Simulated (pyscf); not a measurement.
A first-order saddle from PySCF, ωB97X-D3(BJ)/def2-SVP:

```xyz
6

As    -0.9825    -0.9788    -1.6128
In    -0.6048     0.9602    -0.0888
H     -0.7624    -1.0564     0.3259
H     -2.3260    -1.1210    -0.9054
H     -1.0191    -0.4809     1.2218
H      0.2858     2.2295     0.6345
```

Surface: singlet, charge 0. Lowest wavenumbers (cm⁻¹): 1676i, 261, 301, 476, 528.

### Question
Which two sides does it connect, and which bonds change?

### Answer
H₂As–InH₂ ⇌ HAs=InH + hydrogen (H₂), an elimination read from left to right: As–H, H–In broken and H–H formed. At ωB97M-D3(BJ)/def2-TZVP it lies +54.6 kcal/mol from the left side and +32.6 kcal/mol from the right (each side as separated species at their lowest minima found). At the saddle there is also a short H–In contact that neither side keeps. HAs=InH lies 22.4 kcal/mol over its isomer H₂As–In [singlet] (electronic energy, ωB97M-D3(BJ)/def2-TZVP). This is the saddle that the search found; another between the same sides may lie lower. Elements up to Kr have no core potential and no relativistic terms here. Elements past Kr carry the def2 core potentials, without spin-orbit coupling.
